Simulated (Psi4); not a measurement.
# UHSE06/aug-cc-pVDZ run of CH2BCl (SMILES B[C]Cl)

Aim: the vertical electron affinity of CH2BCl at UHSE06/aug-cc-pVDZ, from 2 runs. 

Program for the calculation: Psi4 1.11.

1 further run of the same task is left out (set aside as unsound or not needed).

## 1. The molecule

CH2BCl has 5 atoms, charge 0, and is taken as a triplet. SMILES: `B[C]Cl`. The shape is that of a GFN2-xTB optimisation.

Bond lengths: B1–C2 1.474 Å, C2–Cl3 1.628 Å, B1–H4 1.177 Å, B1–H5 1.169 Å. Angles: B1–C2–Cl3 141.8°, C2–B1–H4 120.1°, C2–B1–H5 119.8°, H4–B1–H5 120.1°.

## 2. Energy and gradient at UHSE06/aug-cc-pVDZ

File calc.dat:

```
memory 1600 mb

molecule molecule1 {
  0 3
  B      0.414180     0.139370    -0.472520
  C     -0.487440     0.280880     0.684730
  Cl    -1.470630    -0.583120     1.652980
  H      0.575730    -0.915570    -0.969770
  H      0.968160     1.078440    -0.895430
  symmetry c1
}

set {
  reference uks
  puream true
  e_convergence 1e-09
  d_convergence 1e-08
  scf_type pk
  dft_radial_points 99
  dft_spherical_points 590
  maxiter 200
}

result, w = gradient('hse06/aug-cc-pVDZ', return_wfn=True)
oeprop(w, 'LOWDIN_CHARGES', 'WIBERG_LOWDIN_INDICES', 'MULLIKEN_CHARGES', title='HSE06')
print_variables()
```

Command:

```bash
psi4 -i calc.dat -o calc.out -n 1
```

calc.out:

```text
[...]
  Running in c1 symmetry.
[...]
  Nuclear repulsion =   71.802307569803247
[...]
  Multiplicity = 3
[...]
  Nalpha       = 16
  Nbeta        = 14
[...]
    Number of basis functions: 91
[...]
   @UKS iter   1:  -523.52098371330067    8.10403e-02   9.29236e-03 DIIS/ADIIS
[...]
   @UKS iter  14:  -524.02226845651523   -1.93268e-12   3.43094e-09 DIIS
[...]
   @S^2 Observed:                2.007542266E+00
[...]
    Orbital Energies [Eh]
    ---------------------
    Alpha Occupied:
       1A   -101.769275     2A    -10.309658     3A     -9.577304
       4A     -7.308677     5A     -7.302629     6A     -7.301150
       7A     -6.780729     8A     -0.941978     9A     -0.676609
      10A     -0.526878    11A     -0.429007    12A     -0.421679
      13A     -0.414533    14A     -0.352224    15A     -0.261499
      16A     -0.236380
    Alpha Virtual:
      17A     -0.037771    18A     -0.003320    19A      0.012599
      20A      0.020511    21A      0.022401    22A      0.038087
      23A      0.059596    24A      0.066638    25A      0.079945
[...]
  @UKS Final Energy:  -524.02226845651523
   => Energetics <=
    Nuclear Repulsion Energy =             71.8023075698032471
    One-Electron Energy =                -862.1788779637213338
    Two-Electron Energy =                 295.7085494781841817
    DFT Exchange-Correlation Energy =     -29.3542475407813264
    Empirical Dispersion Energy =           0.0000000000000000
    VV10 Nonlocal Energy =                  0.0000000000000000
    Total Energy =                       -524.0222684565152349
[...]
 Multipole Moments:
 ------------------------------------------------------------------------------------
     Multipole            Electronic (a.u.)      Nuclear  (a.u.)        Total (a.u.)
 ------------------------------------------------------------------------------------
 L = 1.  Multiply by 2.5417464519 to convert [e a0] to [Debye]
 Dipole X            :         -2.5807964            2.4036172           -0.1771792
 Dipole Y            :         -0.7051743            0.5550762           -0.1500981
 Dipole Z            :          2.9933964           -2.8168870            0.1765094
 Magnitude           :                                                    0.2916805
[...]
  -Total Gradient:
     Atom            X                  Y                   Z
    ------   -----------------  -----------------  -----------------
       1       -0.002174865787     0.006132843226     0.004404646225
       2        0.000316371923    -0.018621828538    -0.005596033715
       3        0.010747022073     0.012667269208    -0.009748147517
       4       -0.001756627295     0.013659891742     0.006051011497
       5       -0.007146618639    -0.013859526896     0.004900409099
[...]
  Mulliken Charges: (a.u.)
   Center  Symbol    Alpha    Beta     Spin     Total
       1     B     3.05248  2.91958  0.13290 -0.97206
       2     C     3.85713  2.26219  1.59493 -0.11932
       3    CL     8.56408  8.37171  0.19237  0.06421
       4     H     0.30415  0.24521  0.05893  0.45064
       5     H     0.22217  0.20131  0.02086  0.57653
   Total alpha = 16.00000, Total beta = 14.00000, Total charge =  0.00000
  Lowdin Charges: (a.u.)
   Center  Symbol    Alpha    Beta     Spin     Total
       1     B     2.67303  2.32629  0.34674  0.00069
[...]
```

Wall time 53 s (1 thread of Intel Xeon 6975P-C (Granite Rapids), shared host); peak memory 0.86 GiB.

## 3. The doublet anion: a single-point energy at UHSE06/aug-cc-pVDZ

File ch2bcl_ase.py:

```python
import numpy as np
from ase.calculators.psi4 import Psi4
from ase import Atoms

mol = Atoms(['B', 'C', 'Cl', 'H', 'H'], positions=[
    [0.414180, 0.139370, -0.472520],
    [-0.487440, 0.280880, 0.684730],
    [-1.470630, -0.583120, 1.652980],
    [0.575730, -0.915570, -0.969770],
    [0.968160, 1.078440, -0.895430],
])
calc = Psi4(atoms=mol, method='hse06', basis='aug-cc-pVDZ', memory='1600MB', num_threads=1, charge=-1, multiplicity=2, label='psi4-calc', reference='uks')
calc.psi4.set_options({'puream': True, 'e_convergence': 1e-09, 'd_convergence': 1e-08, 'scf_type': 'pk', 'dft_radial_points': 99, 'dft_spherical_points': 590, 'maxiter': 200})
mol.calc = calc

print(f'energy: {mol.get_potential_energy():.6f} eV')
```

Command:

```bash
python ch2bcl_ase.py
```

psi4-calc.dat:

```text
[...]
  Running in c1 symmetry.
[...]
  Nuclear repulsion =   71.802307569803247
[...]
  Multiplicity = 2
[...]
  Nalpha       = 16
  Nbeta        = 15
[...]
    Number of basis functions: 91
[...]
   @UKS iter   1:  -523.51347982425568    8.85442e-02   9.85848e-03 ADIIS/DIIS
[...]
   @UKS iter  15:  -524.08282576158319   -8.41283e-12   7.99498e-09 DIIS
[...]
   @S^2 Observed:                7.702781430E-01
[...]
    Orbital Energies [Eh]
    ---------------------
    Alpha Occupied:
       1A   -101.541501     2A    -10.035627     3A     -9.349774
       4A     -7.081253     5A     -7.074803     6A     -7.073186
       7A     -6.513353     8A     -0.707683     9A     -0.412209
      10A     -0.284703    11A     -0.198252    12A     -0.183262
      13A     -0.171947    14A     -0.122268    15A      0.006160
      16A      0.011769
    Alpha Virtual:
      17A      0.124507    18A      0.127788    19A      0.133706
      20A      0.134947    21A      0.158557    22A      0.180949
      23A      0.189263    24A      0.220934    25A      0.228165
[...]
  @UKS Final Energy:  -524.08282576158319
   => Energetics <=
    Nuclear Repulsion Energy =             71.8023075698032471
    One-Electron Energy =                -869.3077618733573217
    Two-Electron Energy =                 302.9626151485422270
    DFT Exchange-Correlation Energy =     -29.5399866065713290
    Empirical Dispersion Energy =           0.0000000000000000
    VV10 Nonlocal Energy =                  0.0000000000000000
    Total Energy =                       -524.0828257615831944
[...]
 Multipole Moments:
 ------------------------------------------------------------------------------------
     Multipole            Electronic (a.u.)      Nuclear  (a.u.)        Total (a.u.)
 ------------------------------------------------------------------------------------
 L = 1.  Multiply by 2.5417464519 to convert [e a0] to [Debye]
 Dipole X            :         -3.6791736            2.4036172           -1.2755565
 Dipole Y            :         -1.2028773            0.5550762           -0.6478011
 Dipole Z            :          4.2070897           -2.8168870            1.3902027
 Magnitude           :                                                    1.9948318
[...]
```

The script printed:

```text
energy: -14261.020081 eV
```

Run time: 39 s. Hardware: 1 thread of Intel Xeon 6975P-C (Granite Rapids), shared host; peak memory 0.91 GiB.

## 4. What came out

Level: UHSE06/aug-cc-pVDZ.

| quantity | value |
| --- | --- |
| triplet CH2BCl: total energy | -524.02227 Eh |
| triplet CH2BCl: dipole moment | 0.74 D |
| triplet CH2BCl: HOMO energy (highest over α and β) | -6.43 eV |
| triplet CH2BCl: LUMO energy (lowest over α and β) | -4.01 eV |
| triplet CH2BCl: ⟨S²⟩ | 2.008 |
| triplet CH2BCl: largest force on an atom | 1.000 eV/Å |
| doublet anion: total energy | -524.08283 Eh |
| doublet anion: HOMO energy (highest over α and β) | 0.67 eV |
| doublet anion: LUMO energy (lowest over α and β) | 3.28 eV |
| doublet anion: ⟨S²⟩ | 0.770 |
| vertical electron affinity (to the doublet anion) | 1.648 eV |

**Reading.** At fixed nuclei the extra electron is bound by 1.65 eV (159 kJ/mol). The largest force (triplet CH2BCl) is 1.00 eV/Å: the shape isn't a stationary point for this species at this level. The HOMO (doublet anion) lies at positive energy, 0.67 eV; only total energies tell whether the electron is bound.
